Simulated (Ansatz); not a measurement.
Geometry optimisation, RHF/def2-SVP in Ansatz.

The input (input.yaml):

```yaml
crystal:
  periodic: [false, false, false]
  atoms:
    - { symbol: C, position_ang: [-1.0616, -0.0393, 0.2496] }
    - { symbol: C, position_ang: [0.3146, -0.0764, -0.2604] }
    - { symbol: O, position_ang: [0.3723, 0.4411, -1.5824] }
    - { symbol: F, position_ang: [0.7647, -1.3629, -0.3515] }
    - { symbol: S, position_ang: [1.464, 0.7744, 0.8191] }
    - { symbol: H, position_ang: [-1.7733, -0.5224, -0.4462] }
    - { symbol: H, position_ang: [-1.194, -0.4506, 1.2299] }
    - { symbol: H, position_ang: [-1.4335, 1.0561, 0.2659] }
    - { symbol: H, position_ang: [-0.34438, -0.10111, -1.99108] }
    - { symbol: H, position_ang: [1.3241, -0.0756, 1.8785] }
basis:
  gaussian: { orbitals: def2-SVP }
hamiltonian:
  xc: hf
relax:
  f_tol: 0.015
  max_steps: 40
```

Command:

```bash
$ ansatz run input.yaml --threads 1 --pin off --max-ram 2048MiB --backend cpu --events-out ev --progress --plain --runs-dir out
```

**Question.** Where does it end, and by what steps?

**Answer.** It converged. After 6 steps the energy has fallen by 0.463 eV; H9 moved furthest, 0.23 Å.

```tsv
step	energy less start (eV)	largest force component (eV/Å)	accepted
0	0.0000	2.976	yes
1	-0.3845	1.412	yes
2	-0.4543	0.368	yes
3	-0.4620	0.100	yes
4	-0.4619	0.147	no
5	-0.4630	0.017	yes
6	-0.4630	0.015	yes
```

```xyz
10
Properties=species:S:1:pos:R:3
C -1.124 -0.030 0.265
C 0.290 -0.109 -0.270
O 0.419 0.436 -1.510
F 0.619 -1.427 -0.331
S 1.517 0.769 0.748
H -1.787 -0.591 -0.398
H -1.188 -0.471 1.258
H -1.449 1.007 0.309
H -0.194 0.028 -2.106
H 1.331 0.033 1.845
```

Whether the end is a true minimum wasn't checked by a vibrational analysis.

The run took 14 s on 1 thread of Intel(R) Xeon(R) 6975P-C (Granite Rapids) (shared host), peak memory 0.21 GiB.
